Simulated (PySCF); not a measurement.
# Do core-level shifts follow atomic charges?

Species: C₅H₁₂P (charge +1).
Numbering: `[CH3:1]/[CH:2]=[CH:3]/[PH2+:4][CH2:5][CH3:6]`

Geometry (PBE0-D3(BJ)/def2-SVP, Å), atoms numbered from 1 in this order:
```
atom  x, y, z in Å
C1     3.568   -0.164   -0.455
C2     2.149   -0.564   -0.331
C3     1.253    0.022    0.484
P4    -0.428   -0.519    0.567
C5    -1.652    0.748    0.156
C6    -3.090    0.261    0.286
H7     3.821    0.704    0.168
H8     3.805    0.061   -1.508
H9     4.216   -1.011   -0.174
H10    1.831   -1.407   -0.960
H11    1.526    0.865    1.129
H12   -0.744   -1.021    1.850
H13   -0.583   -1.623   -0.297
H14   -1.442    1.601    0.825
H15   -1.410    1.080   -0.868
H16   -3.332   -0.039    1.317
H17   -3.773    1.077    0.012
H18   -3.303   -0.585   -0.384
```

Binding energies: delta-SCF UKS SCAN, pcX-2 on the ionised atom, pcseg-1 elsewhere, spin-free X2C in PySCF 2.14.0. Charges: PBE0/pcSseg-1 ground-state density, for the ionised atom.

| atom | environment | C 1s (eV) | Mulliken (e) | IAO (e) | Hirshfeld (e) | ESP (e) |
| --- | --- | --- | --- | --- | --- | --- |
| C1 | allylic carbon | 294.82 | -0.228 | -0.424 | -0.088 | -0.492 |
| C6 | methyl carbon | 295.09 | -0.291 | -0.421 | -0.093 | -0.368 |
| C3 | alkene CH carbon | 295.25 | -0.379 | -0.441 | -0.097 | -0.541 |
| C2 | alkene CH carbon | 295.65 | -0.168 | -0.023 | +0.040 | +0.208 |
| C5 | sp3 carbon bound to phosphorus | 295.81 | -0.504 | -0.457 | -0.071 | -0.012 |

Question: How well does each charge scheme correlate with the binding energies over these sites?

Answer: ESP: r = 0.82, slope 1.0 eV per e; Hirshfeld: r = 0.55, slope 3.8 eV per e; IAO: r = 0.38, slope 0.8 eV per e; Mulliken: r = -0.42, slope -1.3 eV per e. ESP charges have the highest r, on only 5 points.

Question: The point-charge model writes a binding energy as kq + V + constant, with V the potential of the other atoms' charges at the site. What does it give with the Hirshfeld charges?

Answer: V = Σ 14.40 eV Å × q/r over all other atoms: +6.05 eV at C1, +6.33 eV at C6, +7.57 eV at C3, +4.58 eV at C2, +7.36 eV at C5. Fitting binding energy − V to q gives k = 20.6 eV per e and leaves an rms residual of 0.38 eV, against 0.30 eV for the fit on q alone. The model has no term for differences in relaxation between sites.

The unrestricted hole states depart most from a pure doublet (⟨S²⟩ = 0.75; over 0.85 named) for C 1s of C2 (0.89), which makes this value less certain. The species carries charge +1, so core ionisation leaves charge +2. The structure is a single PBE0-D3(BJ)/def2-SVP conformer in the gas phase; no vibrational or solvent corrections.
